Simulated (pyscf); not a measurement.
Single points on ωB97X-D3(BJ)/def2-SVP structures (PySCF, gas phase). Correlated levels are frozen-core, on RHF or UHF. ΔMP2 is the change of the MP2 total energy from the triple- to the quadruple-zeta basis.

Task: H₃Si–AsH• (SMILES [SiH3][AsH]) + H• (SMILES [H]) → AsH₂• (SMILES [AsH2]) + SiH₃• (SMILES [SiH3])
Surface: triplet. Broken: As–Si. Formed: As–H. Give ΔE‡ and ΔE from CCSD(T)/def2-TZVPP + ΔMP2(QZVPP), relative to the separated reactants.

Result: ΔE‡ = 0.2 kcal/mol, ΔE = -10.3 kcal/mol. Zero-point energy shifts the barrier by +0.5 kcal/mol. It is a substitution at As, with an imaginary mode of 305i cm⁻¹. H₃Si–AsH• + H• also meet on a surface of lower spin, which isn't treated here. AsH₂• + SiH₃• also meet on a surface of lower spin, which isn't treated here. One saddle was located; it need not be the lowest between these sides. The angle at the attacked As is 178°. The CCSD(T) − MP2 part came from Ansatz, without density fitting, on the same reference. The frozen core leaves the outer d or s,p core shells of the metals and heavy elements correlated in the MP2 and CC values, and def2-TZVPP describes them poorly, which can shift differences by a few kcal/mol. Elements up to Kr have no core potential and no relativistic terms here.
